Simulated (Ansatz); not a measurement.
Li3H5. Total charge 0; triplet. Geometry PBE0-D4/def2-TZVP, that of the charge +1 doublet; atoms count from 1.

```
atom   x (Å)   y (Å)   z (Å)
 Li1  -0.008   1.110  -0.007
 Li2   0.332   4.381   0.125
 Li3  -0.275  -2.162  -0.117
  H4   0.226  -4.160   0.114
  H5   0.531   2.748   0.556
  H6  -0.197   2.863  -0.430
  H7  -0.147  -0.550  -0.065
  H8  -0.463  -4.231  -0.177
```

At PBE0-D4/def2-TZVP a singlet of charge 0 lies 0.18 eV below the triplet at the same geometry. The structure comes from a short search, and lower isomers may exist.

(1) Estimate the Mulliken populations from the PBE0/def2-TZVP orbitals of Ansatz.

(2) Where does the spin sit?

Answers

(1) 
```
atom  charge (e)  spin (α − β)
 Li1        0.78          0.04
 Li2        0.03          0.87
 Li3        0.53          0.19
  H4        0.01          0.02
  H5       -0.31          0.42
  H6       -0.32          0.42
  H7       -0.73          0.00
  H8        0.01          0.03
```
Mulliken values depend strongly on the basis.

(2) Summed by element: Li 1.10, H 0.90, of 2 unpaired in all. Largest on single atoms: Li2 0.87, H5 0.42, H6 0.42.
